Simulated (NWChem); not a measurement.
## CS

```xyz
2

C      0.0000     0.0000     1.1192
S      0.0000     0.0000    -0.4197
```
Charge 0, spin multiplicity 1.

Program: NWChem. All single points use one geometry, from B3LYP/def2-SVP, a minimum by its harmonic frequencies.

The field's frequency is 0.0773 Ha (589 nm). This basis has no diffuse functions, which lowers polarisabilities.

The Pople sets run with spherical d functions. The structure started from a generated list of species.

Q: Give the polarisability tensor in bohr³ at BHandHLYP/6-31G* (spherical d), in the frame of the coordinates, and its isotropic mean.

A: 
```
14.03   0.00   0.00
 0.00  14.03   0.00
 0.00   0.00  33.09
```
Mean (one third of the trace): 20.38 bohr³.
